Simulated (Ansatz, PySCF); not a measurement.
Species: methanedithione, CS2, charge 0, multiplicity 1. SMILES: S=C=S
Geometry from a B3LYP-D3(BJ)/def2-TZVP (Ansatz, a quantum-chemistry and plane-wave program) optimisation:
```xyz
3

S      0.0000     0.0000    -1.5527
C      0.0000     0.0000     0.0000
S      0.0000     0.0000     1.5527
```
Charge 0, spin multiplicity 1.

Property: atomisation energy (electronic, to ground-state atoms), in kcal/mol. Correlated levels leave the core frozen unless marked. UHF or UKS for open shells. No spin-orbit coupling. No relativistic terms. FCI takes restricted orbitals. The coupled-cluster limit lacks core correlation, which all-electron functionals hold. CBS marks a two-point X^-3 extrapolation of the correlation energy; Hartree-Fock from the larger set. The program attaches cautions to a run behind CCSD(T)/STO-3G: large difference.

```
level                                        program  atomisation energy (kcal/mol)
------------------------------------  --------------  -----------------------------
HF/aug-cc-pV(D+d)Z                            Ansatz                          159.8
HF-D3(BJ)/def2-TZVPD                   PySCF + dftd3                          179.6
BLYP/def2-TZVPD                               Ansatz                          285.1
TPSS/def2-TZVPD                                PySCF                          285.8
PBE0-D3(BJ)/def2-TZVPD                Ansatz + dftd3                          285.6
PBE0-D4/def2-TZVP                     Ansatz + dftd4                          285.8
BHLYP/def2-TZVPD                              Ansatz                          254.7
TPSSh-D4/def2-TZVPD                    PySCF + dftd4                          282.1
r2SCANh/def2-TZVPD                            Ansatz                          282.4
M06-2X/def2-TZVPD                              PySCF                          280.4
B2GP-PLYP-D4/def2-TZVPD               Ansatz + dftd4                          277.7
CCSD/cc-pV(Q+d)Z                              Ansatz                          257.9
CCSD(T)/STO-3G                                Ansatz                          265.2
FCI/STO-3G                                    Ansatz                          266.0
CCSD(T)/CBS(cc-pV(T+d)Z,cc-pV(Q+d)Z)          Ansatz                          278.2
```
